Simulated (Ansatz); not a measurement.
## CsCl-type TlBr

The numbers are results of LC-ωPBE (Ansatz, a first-principles code, plane waves, PAW), not measurements.

Numerical settings: plane-wave cutoff 460 eV, 6×6×6 k mesh, Fermi–Dirac smearing 0.01 eV, scalar-relativistic PAW data made under PBE.

Cell: relaxed at this level.

```json
{
 "volume_per_atom": "31.97 Å³/atom",
 "bulk_modulus": "22.4 GPa",
 "lattice_parameter_a": "3.999 Å",
 "band_gap": "6.80 eV (on the SCF k mesh)",
 "Γ–Γ gap": "14.59 eV",
 "pressure derivative B′ of the bulk modulus": "5.4"
}
```

Measured, for comparison: band gap 2.68 eV (temperature not stated, not corrected to a static lattice, detector crystals, literature values; as tabulated in Piasecki et al. (2022), doi:10.1039/d1ma01259b); equilibrium volume per atom 31.62 Å³/atom, lattice constant a 3.984 Å (temperature not stated, not corrected to a static lattice; as tabulated in Du and Singh (2010), arXiv:1001.5458). Computed (rounded) less measured: equilibrium volume per atom +1.1 %, lattice constant a +0.4 %.

Spin–orbit coupling is not included; with these elements it can move the gap by several tenths of an eV or more.

The computed numbers hold no vibrational or temperature effects.
